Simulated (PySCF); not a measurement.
An excited-state job on methyl ethyl formamide, `CCN(C)C=O`.

Method: TDDFT wB97X-D/def2-SVPD, vertical, gas phase, core orbitals frozen in the response (PySCF 2.14.0, density-fitted response routines). Geometry: GFN2-xTB. The input is one job of a driver script: a line of settings, then coordinates in Å.

Input:
```
{"job": {"kind": "uv", "xc": "wB97X-D", "basis": "def2-SVPD", "nstates": 8, "ntriplets": 3}, "charge": 0, "multiplicity": 1}
C     -1.554830    -0.758311     0.574387
C     -0.215506    -0.152664     0.992350
N      0.511969     0.401431    -0.124805
C      1.236576    -0.510949    -0.978075
C      0.475548     1.709602    -0.427943
O      1.026128     2.229040    -1.369524
H     -1.407024    -1.586493    -0.113704
H     -2.081512    -1.127741     1.449955
H     -2.169686    -0.005634     0.086773
H     -0.388307     0.643917     1.721025
H      0.407144    -0.919318     1.464237
H      1.745113     0.081571    -1.736369
H      0.558660    -1.213753    -1.465954
H      1.972606    -1.070591    -0.397098
H     -0.121294     2.287883     0.302832
```

Task: Estimate the output.

Result: 
```
coarse grid: 12072 points
cycle   1  E = -287.3459955217  dE =  9.480e-01  |g| = 8.338e-01  |ddm| = 5.128e+00
cycle   2  E = -287.1262504229  dE =  2.197e-01  |g| = 1.397e+00  |ddm| = 2.205e+00
cycle   3  E = -287.4932138306  dE = -3.670e-01  |g| = 7.049e-02  |ddm| = 1.381e+00
cycle   4  E = -287.4939721251  dE = -7.583e-04  |g| = 5.102e-02  |ddm| = 1.560e-01
cycle   5  E = -287.4945018676  dE = -5.297e-04  |g| = 7.526e-03  |ddm| = 5.806e-02
cycle   6  E = -287.4945193627  dE = -1.750e-05  |g| = 3.297e-03  |ddm| = 1.998e-02
cycle   7  E = -287.4945229638  dE = -3.601e-06  |g| = 8.811e-04  |ddm| = 8.244e-03
final grid: 115384 points
cycle   8  E = -287.5405451250  dE = -1.156e-04  |g| = 4.670e-03  |ddm| = 1.330e-01
cycle   9  E = -287.5405469723  dE = -1.847e-06  |g| = 4.725e-03  |ddm| = 1.631e-02
cycle  10  E = -287.5405512946  dE = -4.322e-06  |g| = 1.036e-03  |ddm| = 5.306e-03
cycle  11  E = -287.5405515047  dE = -2.101e-07  |g| = 5.686e-04  |ddm| = 1.921e-03
cycle  12  E = -287.5405515680  dE = -6.326e-08  |g| = 1.182e-04  |ddm| = 8.928e-04
cycle  13  E = -287.5405515719  dE = -3.981e-09  |g| = 3.529e-05  |ddm| = 2.353e-04
cycle  14  E = -287.5405515725  dE = -5.363e-10  |g| = 1.276e-05  |ddm| = 1.173e-04
converged SCF energy = -287.5405515725

Static polarisability (au): isotropic 61.462, principal 50.195 61.029 73.162

Singlet excitations
state   eV       nm        f      main configurations
  1   5.8189    213.1   0.00152   H-1->L+1 0.78
  2   7.0061    177.0   0.19244   H->L+1 0.49, H->L 0.40
  3   7.1597    173.2   0.04272   H->L 0.50, H->L+1 0.35
  4   7.7155    160.7   0.04935   H-1->L 0.55, H-1->L+3 0.20, H-1->L+4 0.14
  5   7.9410    156.1   0.01806   H->L+3 0.48, H->L+2 0.43
  6   8.1484    152.2   0.06885   H->L+3 0.42, H->L+2 0.36
  7   8.2475    150.3   0.00223   H->L+4 0.87
  8   8.4848    146.1   0.06374   H-1->L+2 0.42, H-1->L+3 0.30, H-1->L+5 0.16

Triplet excitations (Tamm-Dancoff, eV): 5.1775 5.3808 7.0806
```

The SCF starts on a coarse grid where the log names one; the energy can jump when the final grid takes over, and dE then counts from the start density on the new grid. H and L stand for HOMO and LUMO; the number after each pair is its weight.

Task: Give the mean polarisability as a volume in Å³, and the ratio of the largest to the smallest principal value.

Result: 61.462 au × 0.148185 = 9.11 Å³; 73.162/50.195 = 1.46.

In short: HOMO -8.98 eV, LUMO 2.14 eV; lowest singlet 5.82 eV; lowest triplet 5.18 eV (Tamm–Dancoff); mean polarisability 61.5 au.

Task: How long does this job take on one thread of an x86-64 server, shared host?

Result: About 38 s.

One conformer stands for the species.
Labels such as C1 count atoms from 1, the log's own numbers from 0.

wB97X-D is run here without its empirical dispersion term; that term would change no orbital, density or response property at a fixed geometry.
